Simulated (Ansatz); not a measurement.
What does this script print? It uses Ansatz's Python interface.

`ch6n2.xyz`
```text
9

N    -0.66350    0.60100   -0.85060
C     0.49220    0.17340   -0.26050
N     0.00210   -0.80270    0.66270
H    -1.12320   -0.17120   -1.20990
H    -1.31560    1.00670   -0.15290
H     1.04140    1.00070    0.23400
H     1.17620   -0.27370   -1.00720
H     0.88180   -1.26630    1.06400
H    -0.40290   -0.31420    1.50330
```

`md.py`
```python
"""A short Born-Oppenheimer trajectory of CH6N2."""

import ansatz
import numpy as np

BASIS = "def2-SVP"
FUNCTIONAL = "b3lyp"
N_STEPS = 30
TEMPERATURE_K = 300

molecule = ansatz.Crystal.molecule_from_extxyz("ch6n2.xyz")

base = (
    molecule.calculation()
    .basis(gaussian=BASIS)
    .functional(FUNCTIONAL)
    .md("nve", timestep=1.0, steps=N_STEPS, temperature=TEMPERATURE_K, initial_velocities="maxwell_boltzmann", seed=36)
)
frames = []
base.session().plan().execute(on_event=lambda e: frames.append(e["data"]) if e["event"] == "md_step" else None)
print("t (fs)   E_pot (eV)      E_kin (eV)   T (K)   d(0-1) (A)")
for f in frames[::2]:
    xyz = np.array(f["positions_ang"])
    print(f"{f['time_fs']:6.2f} {f['lagrangian_ev']:14.5f} {f['e_kin_ev']:10.5f} {f['temperature_k']:8.1f} {np.linalg.norm(xyz[0] - xyz[1]):9.4f}")
kept = np.array([f["conserved_ev"] for f in frames])
print(f"conserved energy moves by at most {1000 * np.ptp(kept):.3f} meV")
```

`python md.py` gives:
```text
t (fs)   E_pot (eV)      E_kin (eV)   T (K)   d(0-1) (A)
  0.00    -4110.86455    0.27145    300.0    1.3663
  2.00    -4110.89885    0.29625    327.4    1.3722
  4.00    -4110.83975    0.24611    272.0    1.3897
  6.00    -4110.95487    0.35809    395.8    1.4154
  8.00    -4111.14471    0.54255    599.6    1.4451
 10.00    -4111.18685    0.59359    656.0    1.4737
 12.00    -4111.32807    0.72223    798.2    1.4971
 14.00    -4111.14936    0.55724    615.9    1.5150
 16.00    -4111.16750    0.56782    627.6    1.5285
 18.00    -4111.12267    0.52382    578.9    1.5375
 20.00    -4111.09228    0.49800    550.4    1.5390
 22.00    -4111.17864    0.57471    635.2    1.5308
 24.00    -4111.01814    0.42627    471.1    1.5140
 26.00    -4111.05031    0.44866    495.9    1.4908
 28.00    -4110.93806    0.34461    380.9    1.4639
 30.00    -4111.00246    0.40006    442.1    1.4352
conserved energy moves by at most 14.831 meV
```

The settings weren't tested for convergence. The trajectory is only some femtoseconds long, so its temperature is not equilibrated; where the script doesn't relax first, it starts from a rough generated geometry. b3lyp holds the VWN-RPA fit, as in Gaussian; the form of ORCA and Turbomole is b3lyp5. The temperature counts the internal degrees of freedom alone. With hydrogen a step over 0.5 fs is long. Hardware and time: 58 s on 1 thread of Arm Neoverse V2, with other jobs on the host, peak memory 0.2 GiB.

(Lines on the test bed's own set-up are left out of the output.)
